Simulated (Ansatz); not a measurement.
**CHCl₂FO: up Jacob's ladder to CCSD(T)**

Aim: compute CHCl₂FO with functionals from several rungs and with coupled cluster. The yardstick is the atomisation energy at the CCSD(T) limit.

Program: Ansatz 0.2.0, Gaussian basis. Level of theory: functionals in def2-TZVPP, the program's frozen cores in correlated methods. These are calculated values, not measurements.

Levels to be run: LDA (SPW92), PBE-D4, revPBE-D4, BLYP-D4, r2SCAN-D4, B97M-V, PBE0-D4, B3LYP-D4, r2SCANh-D4, r2SCAN0-D4, HSE06-D4, BHLYP-D4, CAM-B3LYP-D4, LC-ωPBE, ωB97X-V, ωB97M-V, B2PLYP, PBE-QIDH; CCSD(T)/def2-SVP; CCSD(T)/def2-TZVPP; MP2/def2-QZVPP; extrapolation to the limit; RPA on PBE.

### Step 1. The relaxed structure

All runs share one geometry, relaxed beforehand with PBE0-D4 in a triple-zeta def2 set.

SMILES `OC(F)(Cl)Cl`, 6 atoms, charge 0, spin multiplicity 1.

Atoms are counted from 1 here; the program's logs count them from 0.

Bond lengths: O1–C2 1.343 Å, O1–H6 0.964 Å, C2–F3 1.325 Å, C2–Cl4 1.790 Å, C2–Cl5 1.790 Å. Angles: C2–O1–H6 109.5°, O1–C2–F3 107.2°, O1–C2–Cl4 112.2°, O1–C2–Cl5 112.2°, F3–C2–Cl4 108.4°, F3–C2–Cl5 108.4°, Cl4–C2–Cl5 108.3°.

### Step 2. LDA

This LDA is Slater exchange with PW92 correlation.

Input file in.yaml:

```yaml
crystal:
  periodic: [false, false, false]
  atoms:
    - {symbol: O, position_ang: [0.210114, -0.187325, 1.111330]}
    - {symbol: C, position_ang: [-0.256319, 0.055786, -0.123902]}
    - {symbol: F, position_ang: [-1.554303, 0.299777, -0.011552]}
    - {symbol: Cl, position_ang: [-0.036853, -1.344082, -1.217139]}
    - {symbol: Cl, position_ang: [0.524120, 1.481621, -0.872812]}
    - {symbol: H, position_ang: [1.155341, -0.369677, 1.067875]}
basis:
  gaussian: {orbitals: def2-TZVPP}
hamiltonian: {xc: lda}
output: {orbitals: {seedname: orbitals}}
```

On the command line:

```sh
ansatz run in.yaml --threads 2 --pin off --events-out ev --progress --plain --max-ram 4352MiB
```

Further steps of the session: PBE-D4 (GGA); revPBE-D4 (GGA); BLYP-D4 (GGA); r2SCAN-D4 (meta-GGA); B97M-V (meta-GGA); PBE0-D4 (hybrid); B3LYP-D4 (hybrid); r2SCANh-D4 (hybrid); r2SCAN0-D4 (hybrid); HSE06-D4 (hybrid); BHLYP-D4 (hybrid); CAM-B3LYP-D4 (range-separated); LC-ωPBE (range-separated); ωB97X-V (range-separated); ωB97M-V (range-separated); B2PLYP (double hybrid); PBE-QIDH (double hybrid); CCSD(T) in def2-SVP; CCSD(T) in def2-TZVPP; MP2 in def2-QZVPP; RPA on PBE orbitals.

Q: Predict the results of all the runs planned. Wanted: atomisation energy, CCSD(T)/CBS; farthest beyond LDA; mean size of error, GGA; mean size of error, meta-GGA; mean size of error, hybrid; mean size of error, range-separated; mean size of error, double hybrid; gap, smallest and largest; T1 diagnostic.

As calculated:

| quantity | value |
| --- | --- |
| atomisation energy, CCSD(T)/CBS | 2033.5 kJ/mol |
| functionals within 10.2 kJ/mol (0.5 %) | BLYP-D4, r2SCANh-D4, CAM-B3LYP-D4, LC-ωPBE, ωB97X-V |
| farthest beyond LDA | BHLYP-D4 (-157.1 kJ/mol) |
| mean size of error, GGA | 52.0 kJ/mol |
| mean size of error, meta-GGA | 20.0 kJ/mol |
| mean size of error, hybrid | 48.3 kJ/mol |
| mean size of error, range-separated | 9.4 kJ/mol |
| mean size of error, double hybrid | 27.6 kJ/mol |
| gap, smallest and largest | 5.68 eV (LDA (SPW92)), 13.72 eV (LC-ωPBE) |
| T1 diagnostic | 0.0111 |
| triples share of the correlation energy | 3.9 % |

**Reading.** The LDA atomisation energy is off by 499.6 kJ/mol (25 %): it overbinds. PBE-D4 is off by +119.7 kJ/mol. Double hybrids carry the basis error of their MP2 part in triple zeta, and no dispersion term here, so their miss is partly the set-up's. By mean error the best rung here is range-separated (9.4 kJ/mol) and the worst beyond LDA is GGA (52.0 kJ/mol). Misses under about 10.2 kJ/mol are within the doubt on the reference itself, which lacks core-valence correlation, relativity and higher excitations. Hartree-Fock recovers 62 % of the binding; the rest is correlation. CCSD(T) in def2-SVP is off by -155.3 kJ/mol, which most functionals beat. Orbital gaps span 5.7 to 13.7 eV; exact exchange widens them.
